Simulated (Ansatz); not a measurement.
**C2H2Cl2O: basis-set convergence**

One table from this session's results is given with a row withheld; the runs are named, their logs left out.

Computed with Ansatz 0.2.0, Gaussian basis. Level: one geometry, several basis sets.

Plan: PBE0-D4/def2-SVP; ωB97M-V/def2-SVP; PBE0-D4/def2-QZVPP; ωB97M-V/def2-QZVPP; the functionals' def2-TZVPP values are taken from earlier runs.

## Structure used throughout

An earlier PBE0-D4 in a triple-zeta def2 set relaxation fixed the geometry.

7 atoms, charge 0, spin multiplicity 1.

Atoms are counted from 1 here; the program's logs count them from 0.

Bond lengths: O1–C2 1.339 Å, O1–H6 0.967 Å, C2–C3 1.332 Å, C2–H7 1.082 Å, C3–Cl4 1.722 Å, C3–Cl5 1.708 Å. Angles: C2–O1–H6 108.8°, O1–C2–C3 125.6°, O1–C2–H7 113.8°, C3–C2–H7 120.6°, C2–C3–Cl4 120.4°, C2–C3–Cl5 122.7°, Cl4–C3–Cl5 116.8°.

The first run:

Contents of in.yaml:

```yaml
crystal:
  periodic: [false, false, false]
  atoms:
    - {symbol: O, position_ang: [-0.633988, -0.476333, 1.377813]}
    - {symbol: C, position_ang: [0.309165, -0.429423, 0.428477]}
    - {symbol: C, position_ang: [0.239241, 0.273852, -0.700112]}
    - {symbol: Cl, position_ang: [-1.148737, 1.232367, -1.046017]}
    - {symbol: Cl, position_ang: [1.490135, 0.279609, -1.863503]}
    - {symbol: H, position_ang: [-1.374748, 0.084606, 1.109328]}
    - {symbol: H, position_ang: [1.180332, -1.032576, 0.648314]}
basis:
  gaussian: {orbitals: def2-SVP}
hamiltonian: {xc: pbe0, dispersion: d4}
output: {orbitals: {seedname: orbitals}}
```

Started as:

```bash
ansatz run in.yaml --threads 2 --pin off --events-out ev --progress --plain --max-ram 4352MiB
```

Among the steps run: PBE0-D4 in def2-SVP; ωB97M-V in def2-SVP; PBE0-D4 in def2-QZVPP; ωB97M-V in def2-QZVPP.

One table of the session follows, with a row left open; its other results are not shown here.

It belongs to the step «Density functionals: the series». 

| functional | basis | HOMO (eV) | LUMO (eV) |
| --- | --- | --- | --- |
| PBE0-D4 | def2-SVP | -6.61 | 0.37 |
| PBE0-D4 | def2-TZVPP | -6.76 | 0.06 |
| PBE0-D4 | def2-QZVPP | -6.81 | -0.06 |
| ωB97M-V | def2-SVP | -8.73 | 2.63 |
| ωB97M-V | def2-TZVPP | -8.92 | 2.22 |
| ωB97M-V | def2-QZVPP | ? | ? |

Q: Estimate the row for ωB97M-V, def2-QZVPP from the others.

**Answer.** HOMO (eV): -8.98; LUMO (eV): 1.86. In the column «HOMO (eV)» it is the lowest.
